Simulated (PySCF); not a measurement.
## Ionisation energy of Si by level of theory

Si [Ne] 3s2 3p2 (3P) → Si⁺ [Ne] 3s2 3p1 (2P), as a difference of total energies. Calculation: PySCF 2.14, in x2c-QZVPPall with one added diffuse shell each of s, p, d, f type (10s7p5d3f1g, 86 functions); scalar relativity by spin-free X2C-1e. Correlated levels: valence: [Ne] frozen. The calculations carry no spin-orbit coupling.

```csv
method,ionisation energy (eV)
UHF,7.626
MP2 (valence),8.063
SCS-MP2 (valence),7.975
CCSD (valence),8.080
CCSD(T) (valence),8.125
```

Errors of the correlated levels include the incompleteness of this basis and the frozen core.

Task: Which method comes closest to the reference value, and which is furthest?

Result: The reference is 8.157 eV (measured; NIST levels, between the centres of gravity of the two terms). Closest: CCSD(T) (valence) (error -0.032 eV); furthest: UHF (error -0.531 eV).
